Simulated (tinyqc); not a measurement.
Inside a calculation (part 1 of 2). Method: ROHF in the sto-6g basis, for LiH, spin multiplicity 3. Computed by tinyqc, a small Python program that keeps every step (integrals from PySCF). Settings: charge = 0, multiplicity = 3, basis = sto-6g, energy threshold = 1e-08, iteration cap = 68, orthogonalisation = canonical, start = highest core orbitals, DIIS depth = 3, method = ROHF. Command: `OMP_NUM_THREADS=1 python tinyqc.py 23100 23101 out.jsonl` (the two numbers bound the seeds that draw the settings). One thread of a shared host (Intel(R) Xeon(R) Processor @ 2.60GHz), about 0.1 s of CPU time with the checks. Later iterations appear only in the table of the cycle.

## One-electron integrals

Geometry (angstrom):
```
atom,x,y,z
Li,0.000000,0.000000,0.000000
H,0.000000,0.000000,3.011000
```

Basis sto-6g: exponents (1/bohr^2) and contraction coefficients of normalised primitives:
```
element,l (shell),exponent,coefficient
Li,s (1),167.175846,0.009164
Li,s (1),30.651508,0.049361
Li,s (1),8.575187,0.168538
Li,s (1),2.945808,0.370563
Li,s (1),1.143944,0.416492
Li,s (1),0.471139,0.130334
Li,s (2),6.597564,-0.013253
Li,s (2),1.305830,-0.046992
Li,s (2),0.405851,-0.033785
Li,s (2),0.156146,0.250242
Li,s (2),0.067814,0.595117
Li,s (2),0.031084,0.240706
Li,p (3),6.597564,0.003760
Li,p (3),1.305830,0.037679
Li,p (3),0.405851,0.173897
Li,p (3),0.156146,0.418036
Li,p (3),0.067814,0.425860
Li,p (3),0.031084,0.101708
H,s (1),35.523221,0.009164
H,s (1),6.513144,0.049361
H,s (1),1.822143,0.168538
H,s (1),0.625955,0.370563
H,s (1),0.243077,0.416492
H,s (1),0.100112,0.130334
```

Overlap, kinetic and nuclear-attraction integrals over the contracted functions; the nuclear repulsion is the sum of Za Zb / Rab.

nuclear repulsion = 0.52724398 hartree

overlap S:
```
,1Li 1s,1Li 2s,1Li 2px,1Li 2py,1Li 2pz,2H 1s
1Li 1s,1.000000,0.235742,0.000000,0.000000,0.000000,0.002939
1Li 2s,0.235742,1.000000,0.000000,0.000000,0.000000,0.124447
1Li 2px,0.000000,0.000000,1.000000,0.000000,0.000000,0.000000
1Li 2py,0.000000,0.000000,0.000000,1.000000,0.000000,0.000000
1Li 2pz,0.000000,0.000000,0.000000,0.000000,1.000000,0.191982
2H 1s,0.002939,0.124447,0.000000,0.000000,0.191982,1.000000
```

kinetic energy T (hartree):
```
,1Li 1s,1Li 2s,1Li 2px,1Li 2py,1Li 2pz,2H 1s
1Li 1s,3.616742,-0.110723,0.000000,0.000000,0.000000,-0.001468
1Li 2s,-0.110723,0.106524,0.000000,0.000000,0.000000,-0.002373
1Li 2px,0.000000,0.000000,0.320007,0.000000,0.000000,0.000000
1Li 2py,0.000000,0.000000,0.000000,0.320007,0.000000,0.000000
1Li 2pz,0.000000,0.000000,0.000000,0.000000,0.320007,0.005621
2H 1s,-0.001468,-0.002373,0.000000,0.000000,0.005621,0.768522
```

nuclear attraction V (hartree):
```
,1Li 1s,1Li 2s,1Li 2px,1Li 2py,1Li 2pz,2H 1s
1Li 1s,-8.242892,-0.869793,0.000000,0.000000,-0.004807,-0.010918
1Li 2s,-0.869793,-1.374621,0.000000,0.000000,-0.053642,-0.160125
1Li 2px,0.000000,0.000000,-1.363115,0.000000,0.000000,0.000000
1Li 2py,0.000000,0.000000,0.000000,-1.363115,0.000000,0.000000
1Li 2pz,-0.004807,-0.053642,0.000000,0.000000,-1.397469,-0.249291
2H 1s,-0.010918,-0.160125,0.000000,0.000000,-0.249291,-1.766802
```

core Hamiltonian H = T + V (hartree):
```
,1Li 1s,1Li 2s,1Li 2px,1Li 2py,1Li 2pz,2H 1s
1Li 1s,-4.626150,-0.980516,0.000000,0.000000,-0.004807,-0.012386
1Li 2s,-0.980516,-1.268098,0.000000,0.000000,-0.053642,-0.162498
1Li 2px,0.000000,0.000000,-1.043108,0.000000,0.000000,0.000000
1Li 2py,0.000000,0.000000,0.000000,-1.043108,0.000000,0.000000
1Li 2pz,-0.004807,-0.053642,0.000000,0.000000,-1.077462,-0.243670
2H 1s,-0.012386,-0.162498,0.000000,0.000000,-0.243670,-0.998280
```

## Two-electron integrals

Functions are numbered as in S; the eight-fold symmetry (ij|kl) = (ji|kl) = (kl|ij) leaves the list below.

Two-electron integrals (ij|kl) in chemists' order, unique and non-zero (hartree):
```
i,j,k,l,(ij|kl)
1,1,1,1,1.681247
2,1,1,1,0.242603
2,1,2,1,0.044507
2,2,1,1,0.397190
2,2,2,1,0.090279
2,2,2,2,0.290625
3,1,3,1,0.009437
3,2,3,1,0.014261
3,2,3,2,0.064236
3,3,1,1,0.397190
3,3,2,1,0.090279
3,3,2,2,0.290625
3,3,3,3,0.313125
4,1,4,1,0.009437
4,2,4,1,0.014261
4,2,4,2,0.064236
4,3,4,3,0.016875
4,4,1,1,0.397190
4,4,2,1,0.090279
4,4,2,2,0.290625
4,4,3,3,0.279374
4,4,4,4,0.313125
5,1,5,1,0.009437
5,2,5,1,0.014261
5,2,5,2,0.064236
5,3,5,3,0.016875
5,4,5,4,0.016875
5,5,1,1,0.397190
5,5,2,1,0.090279
5,5,2,2,0.290625
5,5,3,3,0.279374
5,5,4,4,0.279374
5,5,5,5,0.313125
6,1,1,1,0.002878
6,1,2,1,0.000524
6,1,2,2,0.001101
6,1,3,3,0.001085
6,1,4,4,0.001085
6,1,5,1,0.000071
6,1,5,2,0.000155
6,1,5,5,0.001133
6,1,6,1,0.000007
6,2,1,1,0.028246
6,2,2,1,0.006621
6,2,2,2,0.026073
6,2,3,3,0.024596
6,2,4,4,0.024596
6,2,5,1,0.000909
6,2,5,2,0.007920
6,2,5,5,0.029026
6,2,6,1,0.000097
6,2,6,2,0.006505
6,3,3,1,0.000252
6,3,3,2,0.001655
6,3,5,3,0.000804
6,3,6,3,0.000212
6,4,4,1,0.000252
6,4,4,2,0.001655
6,4,5,4,0.000804
6,4,6,4,0.000212
6,5,1,1,0.041913
6,5,2,1,0.009854
6,5,2,2,0.039395
6,5,3,3,0.036943
6,5,4,4,0.036943
6,5,5,1,0.001429
6,5,5,2,0.012535
6,5,5,5,0.044299
6,5,6,1,0.000146
6,5,6,2,0.010383
6,5,6,5,0.016611
6,6,1,1,0.175746
6,6,2,1,0.041430
6,6,2,2,0.173923
6,6,3,3,0.163082
6,6,4,4,0.163082
6,6,5,1,0.004805
6,6,5,2,0.052537
6,6,5,5,0.195604
6,6,6,1,0.000599
6,6,6,2,0.061910
6,6,6,5,0.100527
6,6,6,6,0.774999
```

## Orthogonalisation

S = U s U^T; canonical form X = U s^(-1/2), so that X^T S X = 1. Each column of U has its largest component positive (the first on a tie).

eigenvalues of S: 0.712775  0.841754  1.000000  1.000000  1.155312  1.290160

X:
```
,1,2,3,4,5,6
1Li 1s,-0.607213,0.532011,0.000000,0.000000,-0.450293,0.452949
1Li 2s,0.746974,-0.350108,0.000000,0.000000,-0.302588,0.552153
1Li 2px,0.000000,0.000000,-0.038294,0.999267,0.000000,0.000000
1Li 2py,0.000000,0.000000,0.999267,0.038294,0.000000,0.000000
1Li 2pz,0.383510,0.682542,0.000000,0.000000,0.587601,0.284087
2H 1s,-0.573770,-0.562602,0.000000,0.000000,0.475362,0.429367
```

Within a degenerate level the vectors are fixed only up to a rotation; this is one choice.

## Starting guess

The start is the highest orbitals of the core Hamiltonian (a deliberately bad start); D(s) = C_occ C_occ^T for each spin.

D(alpha) at the start:
```
,1Li 1s,1Li 2s,1Li 2px,1Li 2py,1Li 2pz,2H 1s
1Li 1s,0.000367,-0.001969,0.000000,0.000000,-0.008969,0.018910
1Li 2s,-0.001969,0.010550,0.000000,0.000000,0.048065,-0.101339
1Li 2px,0.000000,0.000000,1.000000,0.000000,0.000000,0.000000
1Li 2py,0.000000,0.000000,0.000000,1.000000,0.000000,0.000000
1Li 2pz,-0.008969,0.048065,0.000000,0.000000,0.218980,-0.461691
2H 1s,0.018910,-0.101339,0.000000,0.000000,-0.461691,0.973416
```

D(beta) at the start:
```
,1Li 1s,1Li 2s,1Li 2px,1Li 2py,1Li 2pz,2H 1s
1Li 1s,0.000367,-0.001969,0.000000,0.000000,-0.008969,0.018910
1Li 2s,-0.001969,0.010550,0.000000,0.000000,0.048065,-0.101339
1Li 2px,0.000000,0.000000,0.000000,0.000000,0.000000,0.000000
1Li 2py,0.000000,0.000000,0.000000,0.000000,0.000000,0.000000
1Li 2pz,-0.008969,0.048065,0.000000,0.000000,0.218980,-0.461691
2H 1s,0.018910,-0.101339,0.000000,0.000000,-0.461691,0.973416
```

## Iteration 1: building the Fock matrix

J_ij = sum D_kl (ij|kl) with D = D(alpha) + D(beta), K_ij = sum D_kl (ik|jl) for each spin; F = H + J - K(s); E = tr D H + tr D J / 2 - 0.5 sum_s tr D(s) K(s) + E_nn.

Coulomb J (hartree):
```
,1Li 1s,1Li 2s,1Li 2px,1Li 2py,1Li 2pz,2H 1s
1Li 1s,1.229552,0.281644,0.000000,0.000000,0.008757,0.003573
1Li 2s,0.281644,0.969605,0.000000,0.000000,0.087770,0.162637
1Li 2px,0.000000,0.000000,0.959946,0.000000,0.000000,0.000000
1Li 2py,0.000000,0.000000,0.000000,0.959946,0.000000,0.000000
1Li 2pz,0.008757,0.087770,0.000000,0.000000,0.988915,0.257266
2H 1s,0.003573,0.162637,0.000000,0.000000,0.257266,1.723323
```

exchange K(alpha) (hartree):
```
,1Li 1s,1Li 2s,1Li 2px,1Li 2py,1Li 2pz,2H 1s
1Li 1s,0.021016,0.031183,0.000000,0.000000,0.000117,-0.001615
1Li 2s,0.031183,0.139250,0.000000,0.000000,0.002446,0.022214
1Li 2px,0.000000,0.000000,0.333458,0.000000,0.000000,0.000000
1Li 2py,0.000000,0.000000,0.000000,0.333458,0.000000,0.000000
1Li 2pz,0.000117,0.002446,0.000000,0.000000,0.075721,0.006960
2H 1s,-0.001615,0.022214,0.000000,0.000000,0.006960,0.654172
```

exchange K(beta) (hartree):
```
,1Li 1s,1Li 2s,1Li 2px,1Li 2py,1Li 2pz,2H 1s
1Li 1s,0.002143,0.002660,0.000000,0.000000,0.000117,-0.002120
1Li 2s,0.002660,0.010778,0.000000,0.000000,0.002446,0.018905
1Li 2px,0.000000,0.000000,0.003459,0.000000,0.000000,0.000000
1Li 2py,0.000000,0.000000,0.000000,0.003459,0.000000,0.000000
1Li 2pz,0.000117,0.002446,0.000000,0.000000,0.041971,0.005351
2H 1s,-0.002120,0.018905,0.000000,0.000000,0.005351,0.653747
```

F(alpha) (hartree):
```
,1Li 1s,1Li 2s,1Li 2px,1Li 2py,1Li 2pz,2H 1s
1Li 1s,-3.417614,-0.730054,0.000000,0.000000,0.003833,-0.007198
1Li 2s,-0.730054,-0.437744,0.000000,0.000000,0.031683,-0.022075
1Li 2px,0.000000,0.000000,-0.416620,0.000000,0.000000,0.000000
1Li 2py,0.000000,0.000000,0.000000,-0.416620,0.000000,0.000000
1Li 2pz,0.003833,0.031683,0.000000,0.000000,-0.164268,0.006636
2H 1s,-0.007198,-0.022075,0.000000,0.000000,0.006636,0.070871
```

F(beta) (hartree):
```
,1Li 1s,1Li 2s,1Li 2px,1Li 2py,1Li 2pz,2H 1s
1Li 1s,-3.398740,-0.701532,0.000000,0.000000,0.003833,-0.006694
1Li 2s,-0.701532,-0.309271,0.000000,0.000000,0.031683,-0.018766
1Li 2px,0.000000,0.000000,-0.086620,0.000000,0.000000,0.000000
1Li 2py,0.000000,0.000000,0.000000,-0.086620,0.000000,0.000000
1Li 2pz,0.003833,0.031683,0.000000,0.000000,-0.130518,0.008245
2H 1s,-0.006694,-0.018766,0.000000,0.000000,0.008245,0.071296
```

total energy of this density = -1.86446291 hartree

## Iteration 1: Roothaan effective Fock matrix

With projectors Pc = D(beta) S, Po = (D(alpha) - D(beta)) S, Pv = 1 - D(alpha) S, the block xy is Px^T F Py; with Fc = (F(alpha) + F(beta))/2, the blocks are Fc for cc, oo, vv and cv, F(beta) for co and F(alpha) for ov.

effective F (hartree):
```
,1Li 1s,1Li 2s,1Li 2px,1Li 2py,1Li 2pz,2H 1s
1Li 1s,-3.408177,-0.715793,0.000000,0.000000,0.003833,-0.006946
1Li 2s,-0.715793,-0.373507,0.000000,0.000000,0.031683,-0.020420
1Li 2px,0.000000,0.000000,-0.251620,0.000000,0.000000,0.000000
1Li 2py,0.000000,0.000000,0.000000,-0.251620,0.000000,0.000000
1Li 2pz,0.003833,0.031683,0.000000,0.000000,-0.147393,0.007440
2H 1s,-0.006946,-0.020420,0.000000,0.000000,0.007440,0.071083
```

## Iteration 1: diagonalisation and new density

Diagonalise F' = X^T F X, C = X C', fill 3 alpha and 1 beta electrons from the bottom; D(s) = C_occ C_occ^T. Each column has its largest component positive (the first on a tie).

F' = X^T F X (hartree):
```
,1,2,3,4,5,6
1,-0.788218,0.757210,0.000000,0.000000,-0.794348,0.764542
2,0.757210,-0.811896,0.000000,0.000000,0.684475,-0.870443
3,0.000000,0.000000,-0.251620,0.000000,0.000000,0.000000
4,0.000000,0.000000,0.000000,-0.251620,0.000000,0.000000
5,-0.794348,0.684475,0.000000,0.000000,-0.955428,1.031620
6,0.764542,-0.870443,0.000000,0.000000,1.031620,-1.169575
```

orbital energies (hartree): MO1 -3.410771, MO2 -0.251620, MO3 -0.251620, MO4 -0.246432, MO5 -0.142152, MO6 0.074238

coefficients C:
```
,MO1,MO2,MO3,MO4,MO5,MO6
1Li 1s,1.006565,0.000000,0.000000,-0.203238,-0.069394,0.019393
1Li 2s,-0.029614,0.000000,0.000000,0.975012,0.339112,-0.102256
1Li 2px,0.000000,-0.347354,0.937734,0.000000,0.000000,0.000000
1Li 2py,0.000000,0.937734,0.347354,0.000000,0.000000,0.000000
1Li 2pz,-0.001468,0.000000,0.000000,-0.314416,0.968501,-0.045498
2H 1s,0.002825,0.000000,0.000000,0.018767,-0.155529,1.015632
```

D(alpha) after iteration 1:
```
,1Li 1s,1Li 2s,1Li 2px,1Li 2py,1Li 2pz,2H 1s
1Li 1s,1.013173,-0.029808,0.000000,0.000000,-0.001478,0.002844
1Li 2s,-0.029808,0.000877,0.000000,0.000000,0.000043,-0.000084
1Li 2px,0.000000,0.000000,1.000000,0.000000,0.000000,0.000000
1Li 2py,0.000000,0.000000,0.000000,1.000000,0.000000,0.000000
1Li 2pz,-0.001478,0.000043,0.000000,0.000000,0.000002,-0.000004
2H 1s,0.002844,-0.000084,0.000000,0.000000,-0.000004,0.000008
```

D(beta) after iteration 1:
```
,1Li 1s,1Li 2s,1Li 2px,1Li 2py,1Li 2pz,2H 1s
1Li 1s,1.013173,-0.029808,0.000000,0.000000,-0.001478,0.002844
1Li 2s,-0.029808,0.000877,0.000000,0.000000,0.000043,-0.000084
1Li 2px,0.000000,0.000000,0.000000,0.000000,0.000000,0.000000
1Li 2py,0.000000,0.000000,0.000000,0.000000,0.000000,0.000000
1Li 2pz,-0.001478,0.000043,0.000000,0.000000,0.000002,-0.000004
2H 1s,0.002844,-0.000084,0.000000,0.000000,-0.000004,0.000008
```

Within a degenerate level the vectors are fixed only up to a rotation; this is one choice.

## Iteration 2: building the Fock matrix

As before.

Coulomb J (hartree):
```
,1Li 1s,1Li 2s,1Li 2px,1Li 2py,1Li 2pz,2H 1s
1Li 1s,4.172965,0.667011,0.000000,0.000000,-0.000053,0.007942
1Li 2s,0.667011,1.375846,0.000000,0.000000,-0.000073,0.105679
1Li 2px,0.000000,0.000000,1.387097,0.000000,0.000000,0.000000
1Li 2py,0.000000,0.000000,0.000000,1.387097,0.000000,0.000000
1Li 2pz,-0.000053,-0.000073,0.000000,0.000000,1.353346,0.157705
2H 1s,0.007942,0.105679,0.000000,0.000000,0.157705,0.677631
```

exchange K(alpha) (hartree):
```
,1Li 1s,1Li 2s,1Li 2px,1Li 2py,1Li 2pz,2H 1s
1Li 1s,1.707859,0.261315,0.000000,0.000000,-0.000478,0.003004
1Li 2s,0.261315,0.168472,0.000000,0.000000,-0.000112,0.003723
1Li 2px,0.000000,0.000000,0.338768,0.000000,0.000000,0.000000
1Li 2py,0.000000,0.000000,0.000000,0.338768,0.000000,0.000000
1Li 2pz,-0.000478,-0.000112,0.000000,0.000000,0.042524,0.001662
2H 1s,0.003004,0.003723,0.000000,0.000000,0.001662,0.000431
```

exchange K(beta) (hartree):
```
,1Li 1s,1Li 2s,1Li 2px,1Li 2py,1Li 2pz,2H 1s
1Li 1s,1.688986,0.232793,0.000000,0.000000,-0.000478,0.002499
1Li 2s,0.232793,0.040000,0.000000,0.000000,-0.000112,0.000414
1Li 2px,0.000000,0.000000,0.008769,0.000000,0.000000,0.000000
1Li 2py,0.000000,0.000000,0.000000,0.008769,0.000000,0.000000
1Li 2pz,-0.000478,-0.000112,0.000000,0.000000,0.008774,0.000054
2H 1s,0.002499,0.000414,0.000000,0.000000,0.000054,0.000006
```

F(alpha) (hartree):
```
,1Li 1s,1Li 2s,1Li 2px,1Li 2py,1Li 2pz,2H 1s
1Li 1s,-2.161044,-0.574820,0.000000,0.000000,-0.004382,-0.007448
1Li 2s,-0.574820,-0.060724,0.000000,0.000000,-0.053603,-0.060541
1Li 2px,0.000000,0.000000,0.005221,0.000000,0.000000,0.000000
1Li 2py,0.000000,0.000000,0.000000,0.005221,0.000000,0.000000
1Li 2pz,-0.004382,-0.053603,0.000000,0.000000,0.233360,-0.087626
2H 1s,-0.007448,-0.060541,0.000000,0.000000,-0.087626,-0.321080
```

F(beta) (hartree):
```
,1Li 1s,1Li 2s,1Li 2px,1Li 2py,1Li 2pz,2H 1s
1Li 1s,-2.142171,-0.546297,0.000000,0.000000,-0.004382,-0.006944
1Li 2s,-0.546297,0.067748,0.000000,0.000000,-0.053603,-0.057232
1Li 2px,0.000000,0.000000,0.335220,0.000000,0.000000,0.000000
1Li 2py,0.000000,0.000000,0.000000,0.335220,0.000000,0.000000
1Li 2pz,-0.004382,-0.053603,0.000000,0.000000,0.267111,-0.086018
2H 1s,-0.006944,-0.057232,0.000000,0.000000,-0.086018,-0.320655
```

total energy of this density = -7.28698371 hartree

## Iteration 2: Roothaan effective Fock matrix

As before.

effective F (hartree):
```
,1Li 1s,1Li 2s,1Li 2px,1Li 2py,1Li 2pz,2H 1s
1Li 1s,-2.151607,-0.560559,0.000000,0.000000,-0.004382,-0.007196
1Li 2s,-0.560559,0.003512,0.000000,0.000000,-0.053603,-0.058887
1Li 2px,0.000000,0.000000,0.170220,0.000000,0.000000,0.000000
1Li 2py,0.000000,0.000000,0.000000,0.170220,0.000000,0.000000
1Li 2pz,-0.004382,-0.053603,0.000000,0.000000,0.250236,-0.086822
2H 1s,-0.007196,-0.058887,0.000000,0.000000,-0.086822,-0.320868
```

## Iteration 2: DIIS over 2 matrices

error matrix X^T (FDS - SDF) X:
```
,1,2,3,4,5,6
1,0.000000,-0.045689,0.000000,0.000000,0.118695,-0.161193
2,0.045689,0.000000,0.000000,0.000000,-0.068114,0.105430
3,0.000000,0.000000,0.000000,0.000000,0.000000,0.000000
4,0.000000,0.000000,0.000000,0.000000,0.000000,0.000000
5,-0.118695,0.068114,0.000000,0.000000,0.000000,-0.033586
6,0.161193,-0.105430,0.000000,0.000000,0.033586,0.000000
```

B (overlaps of the stored error matrices):
```
,1,2
1,6.0552328e-02,5.7570850e-06
2,5.7570850e-06,1.1808518e-01
```

Minimise |sum c_i e_i|^2 with sum c_i = 1: solve [B -1; -1 0][c; lambda] = [0; -1] with B_ij = tr e_i^T e_j, and take F = sum c_i F_i.

DIIS coefficients: 0.661043  0.338957

extrapolated F (hartree):
```
,1Li 1s,1Li 2s,1Li 2px,1Li 2py,1Li 2pz,2H 1s
1Li 1s,-2.982254,-0.663175,0.000000,0.000000,0.001048,-0.007030
1Li 2s,-0.663175,-0.245714,0.000000,0.000000,0.002775,-0.033459
1Li 2px,0.000000,0.000000,-0.108634,0.000000,0.000000,0.000000
1Li 2py,0.000000,0.000000,0.000000,-0.108634,0.000000,0.000000
1Li 2pz,0.001048,0.002775,0.000000,0.000000,-0.012614,-0.024511
2H 1s,-0.007030,-0.033459,0.000000,0.000000,-0.024511,-0.061771
```

## Iteration 2: diagonalisation and new density

As before.

F' = X^T F X (hartree):
```
,1,2,3,4,5,6
1,-0.621605,0.622681,0.000000,0.000000,-0.658000,0.735361
2,0.622681,-0.643297,0.000000,0.000000,0.697395,-0.734717
3,0.000000,0.000000,-0.108634,0.000000,0.000000,0.000000
4,0.000000,0.000000,0.000000,-0.108634,0.000000,0.000000
5,-0.658000,0.697395,0.000000,0.000000,-0.828821,0.877101
6,0.735361,-0.734717,0.000000,0.000000,0.877101,-1.054322
```

orbital energies (hartree): MO1 -2.982843, MO2 -0.111089, MO3 -0.108634, MO4 -0.108634, MO5 -0.054061, MO6 -0.000054

coefficients C:
```
,MO1,MO2,MO3,MO4,MO5,MO6
1Li 1s,1.003387,-0.206051,0.000000,0.000000,0.094516,-0.038650
1Li 2s,-0.014816,0.925164,0.000000,0.000000,-0.433914,0.180411
1Li 2px,0.000000,0.000000,-0.364977,0.931017,0.000000,0.000000
1Li 2py,0.000000,0.000000,0.931017,0.364977,0.000000,0.000000
1Li 2pz,-0.000566,-0.012899,0.000000,0.000000,0.314383,0.969495
2H 1s,0.001223,0.339482,0.000000,0.000000,0.843853,-0.478247
```

D(alpha) after iteration 2:
```
,1Li 1s,1Li 2s,1Li 2px,1Li 2py,1Li 2pz,2H 1s
1Li 1s,1.049243,-0.205497,0.000000,0.000000,0.002090,-0.068724
1Li 2s,-0.205497,0.856148,0.000000,0.000000,-0.011925,0.314059
1Li 2px,0.000000,0.000000,0.133208,-0.339800,0.000000,0.000000
1Li 2py,0.000000,0.000000,-0.339800,0.866792,0.000000,0.000000
1Li 2pz,0.002090,-0.011925,0.000000,0.000000,0.000167,-0.004380
2H 1s,-0.068724,0.314059,0.000000,0.000000,-0.004380,0.115250
```

D(beta) after iteration 2:
```
,1Li 1s,1Li 2s,1Li 2px,1Li 2py,1Li 2pz,2H 1s
1Li 1s,1.006785,-0.014866,0.000000,0.000000,-0.000568,0.001227
1Li 2s,-0.014866,0.000220,0.000000,0.000000,0.000008,-0.000018
1Li 2px,0.000000,0.000000,0.000000,0.000000,0.000000,0.000000
1Li 2py,0.000000,0.000000,0.000000,0.000000,0.000000,0.000000
1Li 2pz,-0.000568,0.000008,0.000000,0.000000,0.000000,-0.000001
2H 1s,0.001227,-0.000018,0.000000,0.000000,-0.000001,0.000001
```

Within a degenerate level the vectors are fixed only up to a rotation; this is one choice.
